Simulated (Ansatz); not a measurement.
## HSi–MgH, singlet in 6-31G: errors against full CI

Geometry: a point of a stretch scan, not a stationary point.

```tsv
atom	x (Å)	y (Å)	z (Å)
Si	0.0000	-0.1097	1.2738
Mg	0.0000	-0.0079	-1.3952
H	0.0000	3.2523	1.2630
H	0.0000	-0.0068	-3.1138
```

Basis 6-31G; Ansatz 0.2.0. Only valence electrons are correlated (noble-gas cores frozen), which leaves 8 electrons in 20 orbitals. Prefix R: restricted or restricted open-shell reference; prefix U: unrestricted. Active spaces: pair = (2e, 2o) about the gap; valence = (8e, 10o) chosen from the atoms' valence shells. The metal's outer-core shells are frozen, which leaves out core–valence correlation.

Full CI is exact within this basis and frozen core; it isn't the basis-set limit. The frozen core follows each run's orbitals, which can shift R against U totals by a few meV.

Unrestricted rows (U) aren't spin-pure: their determinants' ⟨S²⟩ exceeds S(S+1) by up to 1.55, so they mix in states of higher spin.

RHF is unstable: UHF (⟨S²⟩ = 1.55) lies 2.16 eV below the lowest RHF solution. Higher spins weren't run at this geometry and may lie near or lower.

The UHF ⟨S²⟩ is 1.553. The T1 diagnostic (RCCSD) is 0.0807 and the largest doubles amplitude (RCCSD) is 0.553.

```tsv
level	E − E(full CI) (kcal/mol)	share of correlation (%)	wall time
RHF	92.44	0.00	–
UHF	42.56	53.96	–
RMP2	40.61	56.07	–
UMP2	18.01	80.52	–
CISD	15.84	82.87	0.63 s
RCCSD*	4.39	95.25	–
UCCSD*	2.09	97.74	–
RCCSD(T)*	-0.25	100.27	1.8 s
UCCSD(T)*	-0.45	100.49	8.5 s
BCCD(T)*	0.67	99.28	2 s
RCCSDT*	0.39	99.58	–
UCCSDT	0.31	99.67	–
RCCSDT(Q)*	0.00	100.00	3.2 s
UCCSDT(Q)	0.05	99.95	47 s
RCCSDTQ*	0.02	99.97	18 s
CASSCF (pair space)	42.72	53.79	–
NEVPT2 (pair space)	14.54	84.27	0.9 s
CASSCF (valence space)	10.92	88.19	–
NEVPT2 (valence space)	3.50	96.22	6 s
MRCISD (valence space)	0.34	99.64	–
MRCISD+Q (valence space)	0.15	99.83	8.5 s
```

An asterisk marks runs whose energy the program itself flagged as in doubt.

The correlation energy at full CI, counted from RHF, is -4.009 eV. That run took 1.8 min on 1 thread of Arm Neoverse V1, shared host over 11,765,097 determinants.

Times hold each run's SCF and search for its determinant on a shared host, so for small cases they say little of a method's own cost; they ran on 1 thread of Arm Neoverse V1.

Not variational, and here over 5 meV under the exact energy: RCCSD(T), UCCSD(T).

The full-CI state has the irrep A' of Cs, in the program's axes.

Natural occupations of full CI about the gap: 1.959 1.951 1.914 1.455 0.540 0.058 0.055 0.019 0.015 0.010; effectively unpaired electrons, Σ n²(2−n)², 1.32. No single determinant describes this state well, so single-reference rows can miss without a flag.
